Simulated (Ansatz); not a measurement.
# B2HSi: the cost of one run

Computed with Ansatz 0.2.0, Gaussian basis. Level: def2-QZVPP, core rule «outside noble gas», up to 7 orbitals frozen.

To be run: UHF; ROHF; CCSD(T) on UHF.

## Step 1: What is computed

The geometry is a PBE0/def2-TZVP stationary point (not a proven minimum) of the parent state, kept for this charge and spin.

4 atoms, charge 0, spin multiplicity 2.

Atoms are counted from 1 here; the program's logs count them from 0.

Bond lengths: B1–Si2 1.989 Å, B1–B3 1.610 Å, B1–H4 1.246 Å, Si2–B3 1.921 Å. Angles: Si2–B1–B3 63.5°, Si2–B1–H4 64.0°, B3–B1–H4 127.5°, B1–Si2–B3 48.6°, B1–B3–Si2 67.9°.

## Step 2: UHF

in.yaml reads:

```yaml
crystal:
  periodic: [false, false, false]
  atoms:
    - {symbol: B, position_ang: [0.000000, -0.717740, 1.080601]}
    - {symbol: Si, position_ang: [0.000000, -0.007888, -0.777449]}
    - {symbol: B, position_ang: [0.000000, 0.884552, 0.923210]}
    - {symbol: H, position_ang: [0.000000, -1.569398, 0.170474]}
basis:
  gaussian: {orbitals: "def2-QZVPP.json"}
magnetization: {spin_polarized: true, initial_magnetization: 1}
hamiltonian: {xc: hf}
output: {orbitals: {seedname: orbitals}}
```

Command:

```
$ ansatz run in.yaml --threads 1 --pin off --events-out ev --progress --plain --max-ram 2393MiB
```

**Question.** How long does this run take on 1 thread of Intel Xeon Platinum 8488C, shared host, and how much memory does it need?

About 58 s, with a peak of 0.53 GiB.
